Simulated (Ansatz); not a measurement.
One change: `CC(O)(O)S` becomes `CC(O)(S)S`.

Ansatz, PBE0-D4/def2-TZVP geometries, multiplicity 1. Each molecule was computed in one conformer, which needn't be the lowest.

| property | `CC(O)(O)S` |
| --- | --- |
| size of the dipole moment (B3LYP/def2-TZVPP) / D | 1.66 |
| HOMO–LUMO gap (B3LYP/def2-TZVPP) / eV | 6.91 |
| HOMO–LUMO gap (PBE/def2-TZVPP) / eV | 5.16 |
| LUMO energy (B3LYP/def2-TZVPP) / eV | 0.03 |
| HOMO–LUMO gap (PBE0/def2-TZVPP) / eV | 7.44 |
| LUMO energy (PBE0/def2-TZVPP) / eV | 0.33 |

Problem. Give the same properties after the change, and the shifts. (An estimate is asked.)

Solution. The calculation gave: 
| property | `CC(O)(S)S` | shift |
| --- | --- | --- |
| size of the dipole moment (B3LYP/def2-TZVPP) / D | 0.80 | -0.86 |
| HOMO–LUMO gap (B3LYP/def2-TZVPP) / eV | 6.09 | -0.82 |
| HOMO–LUMO gap (PBE/def2-TZVPP) / eV | 4.37 | -0.79 |
| LUMO energy (B3LYP/def2-TZVPP) / eV | -0.71 | -0.74 |
| HOMO–LUMO gap (PBE0/def2-TZVPP) / eV | 6.57 | -0.87 |
| LUMO energy (PBE0/def2-TZVPP) / eV | -0.46 | -0.79 |

With PBE0 the HOMO rises by 0.07 eV and the LUMO falls by 0.79 eV, so the gap narrows by about 0.86 eV. PBE moves the HOMO by 0.04 eV and ωB97M-V by 0.13 eV. Dipoles are sizes alone; their direction can turn.

B3LYP here is the variant with VWN-RPA as its local correlation; programs differ in this.
